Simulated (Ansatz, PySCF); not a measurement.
Molecule: C$_{2}$H$_{2}$N, charge 0, multiplicity 2. It need not be the lowest isomer of its formula. 
Geometry from a B3LYP-D3(BJ)/def2-TZVP (Ansatz, a quantum-chemistry and plane-wave program) optimisation:
SMILES: [CH2]C#N
```xyz
5

C     -0.0090    -0.1659    -1.1772
C      0.0014     0.0261     0.1854
N      0.0103     0.1888     1.3399
H      0.9204    -0.2159    -1.7250
H     -0.9467    -0.2673    -1.7035
```
Charge 0, spin multiplicity 2.

Dipole moments at this geometry, in debye (magnitudes).

| level | program | dipole (D) |
|---|---|---|
| HF/def2-TZVPD | PySCF | 3.63 |
| PBE/def2-TZVPD | Ansatz | 3.41 |
| BLYP/def2-TZVPD | Ansatz | 3.39 |
| BP86/def2-TZVPD | PySCF | 3.41 |
| r2SCAN/def2-TZVPD | Ansatz | 3.54 |
| TPSSh/def2-TZVPD | PySCF | 3.47 |
| MN15/def2-TZVPD | PySCF | 3.50 |
| CAM-B3LYP/def2-TZVPD | Ansatz | 3.56 |
| LC-wPBE/def2-TZVPD | Ansatz | 3.62 |
| CCSD(T)/aug-cc-pVDZ | Ansatz | 3.45 |
